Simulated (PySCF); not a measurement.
**Frontier orbitals and the lowest excitations**

Compound: 2-methylpentane, C6H14.
Cartesian coordinates in Å at the PBE0-D3(BJ)/def2-SVP level; atoms count from 1:
```
atom  x, y, z in Å
C1     2.7591   -0.5813   -0.1098
C2     1.3735   -0.5658    0.5170
C3     0.3830    0.3019   -0.2485
C4    -1.0020    0.4407    0.3871
C5    -1.8510    1.4393   -0.3917
C6    -1.7237   -0.8970    0.5142
H7     2.7253   -0.9661   -1.1419
H8     3.4564   -1.2157    0.4582
H9     3.1905    0.4319   -0.1530
H10    1.4413   -0.2035    1.5586
H11    0.9938   -1.5992    0.5836
H12    0.2669   -0.0940   -1.2756
H13    0.8165    1.3113   -0.3674
H14   -0.8573    0.8445    1.4077
H15   -2.8351    1.5861    0.0800
H16   -1.3590    2.4223   -0.4583
H17   -2.0262    1.0853   -1.4217
H18   -1.1763   -1.6062    1.1527
H19   -2.7261   -0.7664    0.9509
H20   -1.8518   -1.3675   -0.4756
```

The calculation used TDDFT PBE0/def2-SVPD, vertical, gas phase, core orbitals frozen in the response in PySCF 2.14.0, density-fitted response routines.

Kohn–Sham orbitals with the atoms that hold most of them (Löwdin shares over 4%, at most four atoms; ? is withheld):

```
orbital  ε (eV)                            atoms
 HOMO-3   -9.29  C2 17%, C1 12%, C4 11%, H10 10%
 HOMO-2   -8.89   C3 20%, C4 13%, C2 13%, C6 11%
 HOMO-1   -8.86   C4 19%, C3 14%, C5 12%, C2 11%
   HOMO       ?                                ?
   LUMO    0.80     C6 11%, C5 10%, C1 9%, C2 8%
 LUMO+1    1.20     C1 21%, C5 11%, H8 9%, H9 7%
 LUMO+2    1.42  H10 10%, H12 9%, H18 8%, H14 8%
```

Question: Give the leading atoms of the HOMO.

Answer: C3 (bonded to 2 C and 2 H) 19%; C4 (bonded to 3 C and H) 18%; C2 (bonded to 2 C and 2 H) 11%; C5 (bonded to C and 3 H) 10%.

Question: What is the HOMO energy, and the HOMO–LUMO gap?

Answer: ε(HOMO) = -8.75 eV; the gap is 9.55 eV (0.3511 hartree).

Question: The HOMO–LUMO gap is 9.55 eV. Where does the response calculation put the lowest singlet, and from which orbitals?

Answer: S1 is at 8.43 eV (f = 0.023), 1.12 eV below the gap, made of HOMO→LUMO (95%). Without the coupling terms of the response equations the lowest excitation would equal the gap.

Next come S2 at 8.56 eV (f 0.031), HOMO-2→LUMO (93%); S3 at 8.57 eV (f 0.0094), HOMO-1→LUMO (92%); S4 at 8.85 eV (f 0.012), HOMO-3→LUMO (47%), HOMO→LUMO+1 (34%), HOMO-2→LUMO+1 (12%); S5 at 8.96 eV (f 0.0055), HOMO→LUMO+1 (42%), HOMO-1→LUMO+1 (30%), HOMO-3→LUMO (14%).

One conformer stands for the species.
